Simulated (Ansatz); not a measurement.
# H₂Cl (doublet): the correlation ladder at distance H1–H2 along a hydrogen transfer = 0.971 Å, cc-pVDZ

Aim: climb from Hartree-Fock through coupled cluster and multireference methods for H₂Cl (doublet) at one geometry and basis, and see what each rung misses.

Method: cc-pVDZ, core rule «outside noble gas», up to 5 orbitals frozen; program: Ansatz 0.2.0, Gaussian basis.

Plan: UHF; CCSD(T) on ROHF; CCSD(T) on UHF; BCCD(T) on ROHF; CISD; CCSDT(Q) on ROHF; CCSDT(Q) on UHF; CCSDTQ on ROHF; CCSDTQ on UHF; CASSCF and MRCISD+Q, 3 electrons in 3 orbitals; CASSCF and NEVPT2, 3 electrons in 3 orbitals; CASSCF and MRCISD+Q, 9 electrons in 6 orbitals; CASSCF and NEVPT2, 9 electrons in 6 orbitals; Full CI.

## (1) What is computed

The geometry derives from fragments relaxed apart (PBE0/def2-TZVP) and kept rigid, so it is no stationary point. A hydrogen atom is moved between rigid fragments.

3 atoms, charge 0, spin multiplicity 2.

Atoms are counted from 1 here; the program's logs count them from 0.

Bond lengths: H2–Cl3 1.440 Å.

## (2) UHF

in.yaml

```yaml
crystal:
  periodic: [false, false, false]
  atoms:
    - {symbol: H, position_ang: [0.000000, 0.000000, -1.127333]}
    - {symbol: H, position_ang: [0.000000, 0.000000, -0.156333]}
    - {symbol: Cl, position_ang: [0.000000, 0.000000, 1.283667]}
basis:
  gaussian: {orbitals: cc-pVDZ}
magnetization: {spin_polarized: true, initial_magnetization: 1}
hamiltonian: {xc: hf}
output: {orbitals: {seedname: orbitals}}
```

Launch:

```
> ansatz run in.yaml --threads 1 --pin off --events-out ev --progress --plain --max-ram 5632MiB --backend cpu
```

After this run come: CCSD(T) on ROHF; CCSD(T) on UHF; BCCD(T) on ROHF; CISD; CCSDT(Q) on ROHF; CCSDT(Q) on UHF; CCSDTQ on ROHF; CCSDTQ on UHF; CASSCF and MRCISD+Q, 3 electrons in 3 orbitals; CASSCF and NEVPT2, 3 electrons in 3 orbitals; CASSCF and MRCISD+Q, 9 electrons in 6 orbitals; CASSCF and NEVPT2, 9 electrons in 6 orbitals; Full CI.

Q: Predict the results of all the runs planned. Wanted: FCI below the RHF energy; RMP2 from FCI; UMP2 from FCI; RCCSD from FCI; RCCSD(T) from FCI; UCCSD(T) from FCI; RCCSDT(Q) from FCI; UCCSDT(Q) from FCI; NEVPT2 pair from FCI.

**Answer**, as computed:

```
                         quantity                                                                                                                 value
         FCI below the RHF energy                                                                                                            -5.0907 eV
                    RMP2 from FCI                                                                                                            +644.8 meV
                    UMP2 from FCI                                                                                                            +678.7 meV
                   RCCSD from FCI                                                                                                            +104.0 meV
                RCCSD(T) from FCI                                                                                                             +19.0 meV
                UCCSD(T) from FCI                                                                                                             +18.6 meV
               RCCSDT(Q) from FCI                                                                                                              +0.7 meV
               UCCSDT(Q) from FCI                                                                                                              +0.6 meV
             NEVPT2 pair from FCI                                                                                                            +559.2 meV
           MRCISD+Q pair from FCI                                                                                                              +4.2 meV
          NEVPT2 valence from FCI                                                                                                            +938.7 meV
levels within 1 kcal/mol (43 meV)  RCCSD(T), UCCSD(T), BCCD(T), RCCSDT, UCCSDT, RCCSDT(Q), UCCSDT(Q), RCCSDTQ, UCCSDTQ, MRCISD+Q pair, MRCISD+Q valence
                    T1 diagnostic                                                                                                                 0.026
   effectively unpaired electrons                                                                                                                  1.03
```

In words: RCCSD(T) lands +19.0 meV from the yardstick (0.4 % of the correlation energy). One determinant dominates. Of the multireference levels listed MRCISD+Q valence comes nearest in total energy (+3.8 meV), which doesn't show that its space is the better one. These misses are within one basis, not against nature; the frozen cores of restricted and unrestricted runs differ, which can shift their rows.
